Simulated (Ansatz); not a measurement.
Calculated with Ansatz (gas phase, PBE0-D4/def2-TZVP geometries, no zero-point term in ΔE). CCSD(T)/CBS is the MP2 limit (def2-TZVPP, def2-QZVPP) plus CCSD(T) − MP2 in def2-TZVPP, frozen cores. DFT in def2-TZVPP.

Reaction (isomerisation): `N#CC(F)F` → `FC1=C(F)N1`

```
          level  ΔE (eV)  difference from CCSD(T)/CBS
         B97M-V     3.67                        -0.17
        ωB97X-V     3.72                        -0.12
         B2PLYP     3.90                         0.06
         r2SCAN     3.64                        -0.20
        LC-ωPBE     3.55                        -0.29
    HF/def2-SVP     4.46                         0.62
   MP2/def2-SVP     4.10                         0.26
 MP2/def2-TZVPP     3.98                         0.14
CCSD/def2-TZVPP     4.00                         0.16
 MP2/def2-QZVPP     3.92                         0.08
    CCSD(T)/CBS     3.84                            0
```

Largest T1 diagnostic among the species: 0.013.

From PBE to PBE0 (25 % exact exchange), in def2-TZVPP and without D4, ΔE moves by +0.14 eV. At CCSD(T), def2-SVP lies +0.19 eV from the extrapolated value and def2-TZVPP +0.09 eV.
